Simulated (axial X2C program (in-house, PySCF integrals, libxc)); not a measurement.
## Potential curves of AlSi⁻, 2c

Calculated with an in-house relativistic program for diatomic molecules. Two-component (2c) means X2C with spin–orbit coupling and atomic mean-field two-electron Coulomb and Gaunt terms. Basis: Si dyall-av3z [9s8p3d2f], Al dyall-av3z [9s9p3d2f] (cores contracted in-house); Gaussian nuclei, density fitting, unrestricted open shells. Masses: Si 27.977 u, Al 26.982 u.

State: Ω = 1 (⟨Sz⟩ = 1.00, ⟨Lz⟩ = 0.00 at HF). Energies in eV from the fragments at the same level (Si- + Al). Fits are polynomials in 1 − R0/R over 0.85 to 1.23 times the lowest point R0.

```csv
R (Å),HF
2.1245,-0.7377
2.2222,-1.0777
2.2955,-1.2207
2.3687,-1.2904
2.4420,-1.3036
2.5275,-1.2648
2.6129,-1.1838
2.7228,-1.0384
2.8571,-0.8277
```

One determinant describes the state; a PBE0 search over occupations chose it and may have missed a lower one. Dissociation energies refer to the lowest single-determinant-based atoms at the same level and basis. PBE0 can misorder states that lie within some tenths of an eV, so this need not be the ground state of the molecule. The nearest other 2c determinant of the search, Ω = 2, lies 0.12 eV up at the distance of the search. With several unpaired electrons one determinant need not be a pure state. Open-shell Ω = 0 determinants with evenly filled partner blocks cannot be reached by this program, so the Ω shown need not be the lowest component. This is the Ω = 1 component of a π² triplet; the 0⁺ component is not one determinant and can lie lowest. The stretched end of a curve changes character and is left out. Hartree–Fock gets electron affinities wrong, so its lowest charge split need not be the true one.

(1) Fit the HF curve near its minimum: give the equilibrium distance, the harmonic wavenumber and the well depth.

Results:

(1) At HF, 2c: Re = 2.425 Å, ωe ≈ 412 cm⁻¹, De = 1.30 eV to Si- + Al; Be follows as 0.209 cm⁻¹.
